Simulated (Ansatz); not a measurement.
**B₂+ (doublet): wave-function methods side by side, cc-pVQZ**

An exercise on one series of results from a longer session: the logs are not shown, and one member is left open.

The runs use Ansatz 0.2.0, Gaussian basis; cc-pVQZ, core rule «outside noble gas», up to 2 orbitals frozen.

To be run: UHF; CCSD(T) on ROHF; CCSD(T) on UHF; BCCD(T) on ROHF; CCSDT(Q) on ROHF; CCSDT(Q) on UHF; CASSCF and MRCISD+Q, 5 electrons in 8 orbitals; CASSCF and NEVPT2, 5 electrons in 8 orbitals.

5 further runs of the same task are left out: 2 that didn't finish, 3 set aside as unsound or not needed.

## What is computed

The geometry is a PBE0/def2-TZVP stationary point (not a proven minimum) of the parent state, kept for this charge and spin.

2 atoms, charge 1, spin multiplicity 2.

Atoms are counted from 1 here; the program's logs count them from 0.

Bond lengths: B1–B2 1.628 Å.

As a file:

```xyz
2
B2
B     0.0000    0.0000    0.0000
B     0.0000    0.0000    1.6282
```

The first run:

The input, in.yaml:

```yaml
crystal:
  periodic: [false, false, false]
  atoms:
    - {symbol: B, position_ang: [0.000000, 0.000000, 0.000000]}
    - {symbol: B, position_ang: [0.000000, 0.000000, 1.628200]}
basis:
  gaussian: {orbitals: cc-pVQZ}
total_charge: 1
magnetization: {spin_polarized: true, initial_magnetization: 1}
hamiltonian: {xc: hf}
output: {orbitals: {seedname: orbitals}}
```

On the command line:

```bash
> ansatz run in.yaml --threads 1 --pin off --events-out ev --progress --plain --max-ram 2816MiB --backend cpu
```

Among the steps run: UHF; CCSD(T) on ROHF; CCSD(T) on UHF; BCCD(T) on ROHF; CCSDT(Q) on ROHF; CCSDT(Q) on UHF; CASSCF and MRCISD+Q, 5 electrons in 8 orbitals; CASSCF and NEVPT2, 5 electrons in 8 orbitals.

One of the session's tables, all rows but one given; the rest of the session is left out.

It belongs to the step «Misses and costs». 

```
          method  from RCCSDT(Q) (kJ/mol)
             UHF                   +313.9
            RMP2                   +138.1
            UMP2                   +119.4
           RCCSD                    +42.3
           UCCSD                    +41.8
        RCCSD(T)                     +5.7
        UCCSD(T)                    +23.2
         BCCD(T)                     +7.5
          RCCSDT                     +2.2
          UCCSDT                     +4.0
       RCCSDT(Q)                        0
       UCCSDT(Q)                     -0.5
  CASSCF valence                   +144.8
  NEVPT2 valence                    +27.6
  MRCISD valence                     +4.4
MRCISD+Q valence                        ?
```

Estimate the missing values for MRCISD+Q valence.

**Answer.** from RCCSDT(Q) (kJ/mol): +0.5. In the column «from RCCSDT(Q) (kJ/mol)» it lies between RCCSDT(Q) (0) and RCCSDT (+2.2).

Left out of the table: ROHF (another determinant or state than the rows shown).

To keep in mind: The determinant is far from a pure spin state, so its energy mixes those of several spin states (harmless only where they are near-degenerate, as at dissociation). The report flags that the cluster equations may have other roots. The program flags RCCSD(T), UCCSD(T), BCCD(T), RCCSDT(Q), UCCSDT(Q) as in doubt, so the zero of the table is itself unsure. Warnings: spin contamination; coupled cluster took another determinant than the lowest. Restricted and unrestricted rows rest on different reference determinants; where their highest levels disagree by more than a few hundredths of an eV, they describe different states and don't form one ladder.
